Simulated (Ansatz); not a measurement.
# Relaxing Ta

Level of theory: DFT PBEsol, scalar-relativistic, plane waves, PAW in Ansatz 0.2.0. Cutoff 420 eV, Γ-centred k mesh, Gaussian smearing, no spin polarisation in the final step.

Ta was placed on the omega structure type (P6/mmm, No. 191), at a guessed volume.

```yaml
crystal:
  lattice:
    - [4.95134, 0.00000, 0.00000]
    - [-2.47567, 4.28798, 0.00000]
    - [0.00000, 0.00000, 3.03539]
  atoms:
    - { symbol: Ta, position: [0.00000, 0.00000, 0.00000] }
    - { symbol: Ta, position: [0.33333, 0.66667, 0.50000] }
    - { symbol: Ta, position: [0.66667, 0.33333, 0.50000] }
```

Cell and atoms relax at zero pressure; the relaxation can't lower the symmetry of the start. After a coarse first stage the cell is made exact in the group found at 0.06 Å.

Energies count from the standard state of Ta at the same level.

Question: What does it relax into?

Answer: It keeps P6/mmm (No. 191). The result has the omega structure. Conventional cell: a = 4.810 Å, c = 2.694 Å. Ta on Wyckoff site a (1 atom of the primitive cell) has 2 Ta at 2.69 Å and 12 Ta at 3.09 Å; Ta on Wyckoff site d (2 atoms of the primitive cell) is coordinated by 5 Ta at 2.69–2.78 Å and 6 Ta at 3.09 Å.

```
Ta
1.0
     4.81025    0.00000    0.00000
    -2.40513    4.16580    0.00000
     0.00000    0.00000    2.69379
Ta
3
Direct
  0.00000 0.00000 0.00000
  0.33333 0.66667 0.50000
  0.66667 0.33333 0.50000
```

Question: What are its volume, energy, density and gap?

Answer: The volume per atom is 17.99 Å³, the density is 16.70 g/cm³ and the energy over the standard structure is 0.24 eV/atom. The gap on the 12×12×18 mesh is 0 eV (a metal).

The final run used a 12×12×18 mesh on its 3-atom cell and 0.10 eV smearing. The k mesh leaves about 4 meV/atom of noise in metals. Spin–orbit coupling is left out. A structure relaxed within its symmetry needn't be a true minimum.